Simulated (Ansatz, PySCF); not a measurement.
Process, species as SMILES: CO (CH4O) [methanol] -> CO (CH4O) as doublet, charge +1 + e-
Geometries: B3LYP-D3(BJ)/def2-TZVP minima from Ansatz (a quantum-chemistry and plane-wave program).
Geometry of the first species:
```xyz
6

C     -0.0525     0.6636    -0.0008
O     -0.0399    -0.7570     0.0018
H     -1.0978     0.9691     0.0075
H      0.8740    -1.0577    -0.0054
H      0.4365     1.0833     0.8854
H      0.4213     1.0799    -0.8968
```
Charge 0, spin multiplicity 1.

Property: adiabatic ionisation energy (0 K, with B3LYP-D3(BJ) harmonic zero-point energies from PySCF), in eV. Correlated levels leave the core frozen unless marked. Open shells are spin-unrestricted. No spin-orbit coupling. Non-relativistic. Basis-set limits of correlation are two-point, X^-3; Hartree-Fock from the larger set. [CCSD(T)-MP2]/basis is that difference in the basis named.

Level to compare with: RI-MP2/CBS(aug-cc-pVTZ,aug-cc-pVQZ)+[CCSD(T)-MP2]/aug-cc-pVTZ (Ansatz), 10.91 eV. It is a level with limits of its own, and the differences hold the functionals' basis error too.

Q: Rank these functionals by how close they come to RI-MP2/CBS(aug-cc-pVTZ,aug-cc-pVQZ)+[CCSD(T)-MP2]/aug-cc-pVTZ, closest first: B3LYP/def2-TZVPD (Ansatz); revPBE/def2-TZVPD (Ansatz); HSE06/def2-TZVPD (Ansatz).

A: B3LYP/def2-TZVPD (global hybrid, 10.59 eV, difference -0.32), HSE06/def2-TZVPD (screened hybrid, 10.47 eV, difference -0.44), revPBE/def2-TZVPD (GGA, 10.31 eV, difference -0.60)
